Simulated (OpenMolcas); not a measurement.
**SiH2 (SMILES [H][Si][H]): methods side by side**

The species is SiH2 (3 atoms), meant as a singlet with charge 0. As SMILES, `[H][Si][H]`. The shape is that of a GFN2-xTB optimisation.

```xyz
3

Si    0.0052   -0.0082   -0.6557
H     1.1102   -0.0200    0.3374
H    -1.1155    0.0282    0.3183
```

Quantity: the vertical energy of the triplet above the singlet, in eV. The values are calculated.

| level | kind | program | value (eV) | CPU time (all runs) |
| --- | --- | --- | --- | --- |
| HF/6-31G* (spherical functions) | Hartree–Fock | OpenMolcas | 0.43 | 3.3 s |
| HF/6-31G* (spherical functions), open shells restricted | Hartree–Fock | OpenMolcas | 0.47 | 3.9 s |
| B3LYP/6-31G* (spherical functions) | global hybrid | OpenMolcas | 1.05 | 9 s |
| M06-2X/6-31G* (spherical functions) | hybrid meta-GGA | OpenMolcas | ? | 11 s |
| PBE0/6-31G* (spherical functions) | global hybrid | OpenMolcas | ? | 8.3 s |
| CASSCF(2,2)/6-31G* (spherical functions) | multireference | OpenMolcas | 0.96 | 3.3 s |
| MRCI(2,2)/6-31G* (spherical functions) | multireference | OpenMolcas | 0.93 | 3.6 s |
| CCSD(T)/6-31G* (spherical functions), open shells restricted | coupled cluster or CI | OpenMolcas | 0.91 | 4.9 s |
| FCI/6-31G* (spherical functions), open shells restricted | exact in the basis | OpenMolcas | 0.91 | 24 s |

Task: Estimate what the levels marked ? give.

Result: As computed at these levels: M06-2X/6-31G* (spherical functions): 0.98 eV; PBE0/6-31G* (spherical functions): 0.81 eV. The values span 0.43 to 1.05 eV. Times are those of the runs behind each value, whatever else they computed, on shared processors of several kinds: orders of magnitude only.
